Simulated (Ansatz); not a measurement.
```yaml
crystal:
  periodic: [false, false, false]
  atoms:
    - {symbol: Si, position_ang: [0.000000, 0.000000, 0.000000]}
    - {symbol: Ge, position_ang: [0.000000, 0.000000, 2.148300]}
basis:
  gaussian: {orbitals: def2-TZVP}
total_charge: 1
magnetization: {spin_polarized: true, initial_magnetization: 3}
hamiltonian: {xc: pbe0}
relax: {f_tol: 0.004, max_steps: 80}
```

```sh
$ ansatz run in.yaml --threads 1 --pin off --events-out ev --progress --plain --max-ram 2176MiB
```

Steps of the relaxation (energy above the last step; positions in Å, forces in eV/Å):

```
2
step 1, 250.8 meV
Si    0.000    0.000    0.000    0.000    0.000   -2.954
Ge    0.000    0.000    2.148    0.000    0.000    2.954
```

```
2
step 2, 8.4 meV
Si    0.000    0.000   -0.077    0.000    0.000   -0.440
Ge    0.000    0.000    2.225    0.000    0.000    0.440
```

```
2
step 3, 0.2 meV
Si    0.000    0.000   -0.093    0.000    0.000   -0.067
Ge    0.000    0.000    2.242    0.000    0.000    0.067
```

```
2
step 4, 0.0 meV
Si    0.000    0.000   -0.097    0.000    0.000    0.002
Ge    0.000    0.000    2.245    0.000    0.000   -0.002
```

Close pairs at the end: Si1–Ge2 2.342 Å.

A stationary point of unrestricted PBE0 after 4 steps, with ⟨S²⟩ = 3.752 against 3.75 for a pure state. 21 s on 1 thread of AMD EPYC 7R43, shared host.
